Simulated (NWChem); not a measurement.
Molecule: C4H8; SMILES C1CCC1

```xyz
12

C      0.7655     0.7655     0.1273
C      0.7655    -0.7655    -0.1273
C     -0.7655    -0.7655     0.1273
C     -0.7655     0.7655    -0.1273
H      1.0017     1.0017     1.1853
H      1.4024     1.4024    -0.5195
H      1.0017    -1.0017    -1.1853
H      1.4024    -1.4024     0.5195
H     -1.4024    -1.4024    -0.5195
H     -1.0017    -1.0017     1.1853
H     -1.0017     1.0017    -1.1853
H     -1.4024     1.4024     0.5195
```
Atoms are numbered in this order, from 1.

Results from NWChem. Pople sets run with spherical d functions. Geometry: optimised at PBE-D3(BJ)/def2-SVP.

### Question
What does the run give for B97-2/6-31G*? Quantities: highest occupied level (eV); orbital gap (eV).

### Answer
```json
{
 "highest occupied level (eV)": "-8.17",
 "orbital gap (eV)": "11.04"
}
```
